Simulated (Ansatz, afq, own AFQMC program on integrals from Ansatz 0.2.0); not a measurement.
# AFQMC, coupled cluster and functionals along a coordinate of BNH$_{2}$, triplet

```yaml
atoms:
  - { symbol: B, position_ang: [0.0000, -0.1240, 0.7739] }
  - { symbol: N, position_ang: [0.0000, -0.0224, -0.5980] }
  - { symbol: H, position_ang: [0.0000, 0.9564, 1.3306] }
  - { symbol: H, position_ang: [0.0000, 0.6853, -1.3215] }
```

The angle N2–B1–H3 is changed with bond lengths fixed. Energies in mEh count from this geometry (113.025 °) at the same level; the start stands on UHF, each point on the determinant named.

Basis cc-pVDZ. Noble-gas cores (and the filled d shells of Ga–Kr and In–Xe) are frozen. AFQMC by an in-house program on the Cholesky factors that Ansatz 0.2.0 writes for its CCSD(T) run. ph-AFQMC/CISD is guided by a CISD state made of CCSD amplitudes; releasing the constraint for a short imaginary time cuts its bias at the price of noise, slowly where states lie close. Error bars are statistical, one sigma.

Cautions, each for one point or more: cluster runs in doubt by the program's own checks; lower spins were not checked; released walk and highest rung disagree; the search met a lower determinant of the same kind, perhaps of another symmetry, and this one is a saddle point.

```json
{"angle N2–B1–H3 / °": "69.400", "det.": "UHF", "T1": "0.030", "weight": "0.89", "⟨S²⟩": "2.02", "B2PLYP": "42.6", "HF": "63.5", "CCSD(T)": "43.8"}
{"angle N2–B1–H3 / °": "91.400", "det.": "UHF", "T1": "0.030", "weight": "0.89", "⟨S²⟩": "2.01", "B2PLYP": "10.2", "HF": "17.0", "CCSD(T)": "10.4"}
{"angle N2–B1–H3 / °": "105.700", "det.": "UHF", "T1": "0.027", "weight": "0.89", "⟨S²⟩": "2.01", "B2PLYP": "1.3", "HF": "2.9", "CCSD(T)": "1.3"}
{"angle N2–B1–H3 / °": "122.600", "det.": "UHF", "T1": "0.024", "weight": "0.90", "⟨S²⟩": "2.01", "B2PLYP": "1.3", "HF": "0.1", "CCSD(T)": "1.3"}
{"angle N2–B1–H3 / °": "136.100", "det.": "UHF", "T1": "0.022", "weight": "0.90", "⟨S²⟩": "2.01", "B2PLYP": "8.2", "HF": "6.5", "CCSD(T)": "8.4"}
{"angle N2–B1–H3 / °": "154.400", "det.": "UHF", "T1": "0.020", "weight": "0.90", "⟨S²⟩": "2.01", "B2PLYP": "24.7", "HF": "24.3", "CCSD(T)": "25.3"}
{"angle N2–B1–H3 / °": "180.000", "det.": "UHF", "T1": "0.019", "weight": "0.89", "⟨S²⟩": "2.02", "B2PLYP": "45.5", "HF": "48.7", "CCSD(T)": "47.2"}
```

Q: Estimate the curve of CCSDT(Q), counted from the same start.

A: 
| angle N2–B1–H3 / ° | det. | T1 | weight | ⟨S²⟩ | CCSDT(Q) | ph-AFQMC/CISD | released AFQMC |
| --- | --- | --- | --- | --- | --- | --- | --- |
| 69.400 | UHF | 0.030 | 0.89 | 2.02 | 43.7 | 43.4 ± 0.6 | 43.6 ± 0.8 |
| 91.400 | UHF | 0.030 | 0.89 | 2.01 | 10.3 | 10.1 ± 0.6 | 11.5 ± 0.8 |
| 105.700 | UHF | 0.027 | 0.89 | 2.01 | 1.3 | 0.8 ± 0.7 | – |
| 122.600 | UHF | 0.024 | 0.90 | 2.01 | 1.3 | 1.2 ± 0.6 | 2.3 ± 0.8 |
| 136.100 | UHF | 0.022 | 0.90 | 2.01 | 8.3 | 7.0 ± 0.6 | 7.6 ± 0.8* |
| 154.400 | UHF | 0.020 | 0.90 | 2.01 | 24.5 | 25.4 ± 0.6 | 26.4 ± 0.8* |
| 180.000 | UHF | 0.019 | 0.89 | 2.02 | 41.3 | 47.2 ± 0.6 | 47.5 ± 0.7* |

Weight is that of the determinant in the CISD state; at the start T1 is 0.025 and the weight 0.90, and ⟨S²⟩ is 2.01. An asterisk marks released energies that aren't shown to be converged. A dash marks a missing value, a released energy that hasn't settled or a functional that sits on another state. Largest departures from CCSDT(Q), at the points where its series has closed: CCSD(T) 0.1 mEh at 91.400 (on UHF), ph-AFQMC/CISD -1.2 mEh at 136.100 (on UHF), released AFQMC 1.3 mEh at 91.400 (on UHF) (within the noise), B2PLYP -1.1 mEh at 69.400, HF 19.8 mEh at 69.400 (on UHF). Functionals count only at points shown to share the start's state and spin. In this small basis the wave-function levels are far from their limit, so their gap to the functionals isn't the functionals' error. In total energy ph-AFQMC/CISD lies 32 ± 12 meV above CCSDT(Q) at the start, so its agreement along the curve rests in part on cancellation.

CCSDT and higher add their correlation energy to the determinant of the CCSD(T) run, since their own runs factorise the integrals more tightly (a shift of under 2 meV). A walk keeps the symmetry of its determinant, which the program's search chose and which needn't be the lowest solution, so a lower state of the same spin and another symmetry isn't excluded.
